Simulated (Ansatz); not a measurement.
What does this script print? It uses the Python package of Ansatz (0.2.0).

Script `ch5alo.py`:
```python
"""How the energy of CH5AlO converges with the basis."""

import ansatz as az

geometry_ang = [
    ("C", (-0.7213, 0.9168, -0.0351)),
    ("Al", (0.545, -0.4891, -0.4073)),
    ("O", (0.4444, -2.047, 0.5383)),
    ("H", (-0.159, 1.8898, 0.2674)),
    ("H", (-1.4594, 0.6324, 0.7407)),
    ("H", (-1.3484, 1.188, -0.9711)),
    ("H", (1.6972, -0.2829, -1.5209)),
    ("H", (1.0937, -1.8652, 1.3322)),
]
geometry = az.Crystal.molecule()
for symbol, xyz in geometry_ang:
    geometry = geometry.atom(symbol, xyz)

base = geometry.calculation().correlation("MP2")

energies = {}
for basis in ["cc-pVDZ", "cc-pVTZ"]:
    r = base.basis(gaussian=basis).run(threads=1, backend="cpu").report
    size = r["n_frozen"] + r["n_occupied"][0] + r["n_virtual"][0]
    energies[basis] = (r["reference_energy_ev"] / 27.211386246, r["free_energy_ev"] / 27.211386246)
    print(f"{basis:14s} {size:4d} orbitals  reference {energies[basis][0]:14.6f} Ha  total {energies[basis][1]:14.6f} Ha")

# correlation energy at the basis limit from E(X) = E + A / X^3
small, large = (energies[b][1] - energies[b][0] for b in ("cc-pVDZ", "cc-pVTZ"))
limit = (3 ** 3 * large - 2 ** 3 * small) / (3 ** 3 - 2 ** 3)
print(f"correlation energy: {small:.6f} and {large:.6f} Ha, extrapolated {limit:.6f} Ha")
print(f"share caught by the larger set: {100 * large / limit:.1f} %")
```

```console
$ python ch5alo.py
cc-pVDZ          71 orbitals  reference    -357.586007 Ha  total    -357.998820 Ha
cc-pVTZ         164 orbitals  reference    -357.640669 Ha  total    -358.156826 Ha
correlation energy: -0.412813 and -0.516157 Ha, extrapolated -0.559670 Ha
share caught by the larger set: 92.2 %
```

Against cc-pVDZ: cc-pVTZ -158.0 mHa. The last step alone is -158.01 mHa. From the first set to the last the time grows from 0.5 to 2.2 s.

Notes:
- The settings weren't tested for convergence.
- The geometry is a force-field or estimated start, not a minimum of this method, and the last set is no limit. Much of the fall in a total is atomic energy, which cancels in bond and reaction energies.
- Inner cores stay frozen, so this is valence correlation.
- For Al to Cl the sets with a tight d function, cc-pV(X+d)Z, are usual.
- An extrapolation from small basis sets is rough.
- The whole script took 3.3 s on 1 thread of Intel(R) Xeon(R) Platinum 8375C CPU @ 2.90GHz (Ice Lake) (shared host), peak memory 0.31 GiB.

(Lines on the test bed's own set-up are left out of the output.)
